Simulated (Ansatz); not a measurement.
Process, species as SMILES: C(Cl)=C → [C-](=C)Cl + H+
B3LYP-D3(BJ)/def2-TZVP geometries, fixed; electronic energies without zero-point terms.

Basis-set convergence of the deprotonation energy at PBE0 with Ansatz (an electronic-structure program). Cartesian d functions, on some or all atoms, in 6-31G*, 6-31G**, 6-31+G*, 6-311G**, 6-311+G**; all else is spherical. The program fits the integrals of some runs and decomposes those of others, by size. The proton leaves the site shown, which need not be the most acidic. No added dispersion term, no relativity. Functions are those of the species that has most. Reference: the value in aug-pcseg-3, 392.09 kcal/mol, itself unsure by roughly 0.09 kcal/mol (its mean distance from aug-cc-pV(Q+d)Z, def2-QZVPPD). Deviations are taken from unrounded values.

```tsv
basis	functions
STO-3G	22
3-21G	37
6-31G	37
6-31G*	55
6-31G**	64
6-31+G*	67
6-311G**	81
6-311+G**	93
6-311++G(2d,2p)	119
6-311++G(3df,3pd)	179
```

Task: Which is the smallest Pople set listed that can be trusted to 0.5 kcal/mol here, that is, within that of the reference together with its larger relatives (same family, alike in diffuse functions; a set with none to test it counts only in the reference's own line)?

Result: Of the sets listed that have larger relatives (same family, alike in diffuse functions), none stays within 0.5 kcal/mol of the reference together with them. Inside, with no larger relative to test it: 6-311++G(3df,3pd). Value minus reference: STO-3G 76.58, 3-21G 2.88, 6-31G 5.20, 6-31G* 10.21, 6-31G** 11.09, 6-31+G* -2.31, 6-311G** 2.68, 6-311+G** -1.75, 6-311++G(2d,2p) -1.17, 6-311++G(3df,3pd) -0.07 kcal/mol.
